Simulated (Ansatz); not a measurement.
**CHB (singlet): the correlation ladder at distance B1–C2 = 1.521 Å, 6-31G**

Aim: climb from Hartree-Fock through coupled cluster and multireference methods for CHB (singlet) at one geometry and basis, and see what each rung misses.

Program: Ansatz 0.2.0, Gaussian basis. Level of theory: 6-31G, core rule «outside noble gas», up to 2 orbitals frozen. These are calculated values, not measurements.

To be run: UHF; CCSD(T) on RHF; CCSD(T) on UHF; BCCD(T) on RHF; CISD; CCSDT(Q) on RHF; CCSDT(Q) on UHF; CCSDTQ on RHF; CCSDTQ on UHF; CASSCF and MRCISD+Q, 2 electrons in 2 orbitals; CASSCF and NEVPT2, 2 electrons in 2 orbitals; CASSCF and MRCISD+Q, 8 electrons in 9 orbitals; CASSCF and NEVPT2, 8 electrons in 9 orbitals; Full CI.

20 further runs of the same task are left out: 17 that didn't finish, 3 set aside as unsound or not needed.

## Step 1: What is computed

The geometry derives from a PBE0/def2-TZVP stationary point (not a proven minimum). One bond is set to the value named and the two fragments are kept rigid.

3 atoms, charge 0, spin multiplicity 1.

Atoms are counted from 1 here; the program's logs count them from 0.

Bond lengths: B1–C2 1.521 Å, C2–H3 1.083 Å. Angles: B1–C2–H3 134.1°.

## Step 2: UHF

in.yaml

```yaml
crystal:
  periodic: [false, false, false]
  atoms:
    - {symbol: B, position_ang: [0.000000, 0.095616, 0.858168]}
    - {symbol: C, position_ang: [0.000000, -0.130262, -0.645966]}
    - {symbol: H, position_ang: [0.000000, 0.526644, -1.507183]}
basis:
  gaussian: {orbitals: 6-31G}
magnetization: {spin_polarized: true, initial_magnetization: 0}
hamiltonian: {xc: hf}
output: {orbitals: {seedname: orbitals}}
```

Started as:

```sh
$ ansatz run in.yaml --threads 1 --pin off --events-out ev --progress --plain --max-ram 2393MiB
```

After this run come: CCSD(T) on RHF; CCSD(T) on UHF; BCCD(T) on RHF; CISD; CCSDT(Q) on RHF; CCSDT(Q) on UHF; CCSDTQ on RHF; CCSDTQ on UHF; CASSCF and MRCISD+Q, 2 electrons in 2 orbitals; CASSCF and NEVPT2, 2 electrons in 2 orbitals; CASSCF and MRCISD+Q, 8 electrons in 9 orbitals; CASSCF and NEVPT2, 8 electrons in 9 orbitals; Full CI.

Before running them: what should the planned runs give, taken together? Wanted: FCI below the RHF energy; RMP2 from FCI; RCCSD from FCI; RCCSD(T) from FCI; RCCSDT(Q) from FCI; NEVPT2 pair from FCI; MRCISD+Q pair from FCI; NEVPT2 valence from FCI; T1 diagnostic.

As calculated:

```
                         quantity                                                                      value
         FCI below the RHF energy                                                                 -5.5328 eV
                    RMP2 from FCI                                                                +2150.9 meV
                   RCCSD from FCI                                                                 +530.7 meV
                RCCSD(T) from FCI                                                                 -136.8 meV
               RCCSDT(Q) from FCI                                                                  -61.5 meV
             NEVPT2 pair from FCI                                                                 +949.1 meV
           MRCISD+Q pair from FCI                                                                  -11.8 meV
          NEVPT2 valence from FCI                                                                 +267.3 meV
levels within 1 kcal/mol (43 meV)  BCCD(T), RCCSDT, RCCSDTQ, MRCISD+Q pair, MRCISD valence, MRCISD+Q valence
                    T1 diagnostic                                                                      0.158
   effectively unpaired electrons                                                                       1.25
```

In words: RCCSD(T) misses by -136.8 meV, 2.5 % of the correlation energy. RCCSD(T), RCCSDT(Q), MRCISD+Q pair fall below full CI, which methods that aren't variational can do. With 1.2 effectively unpaired electrons against 0 the state is strongly multireference. Of the multireference levels listed MRCISD+Q valence comes nearest in total energy (+11.8 meV), which doesn't show that its space is the better one. Coupled cluster took another determinant than the lowest Hartree-Fock one. These misses are within one basis, not against nature.
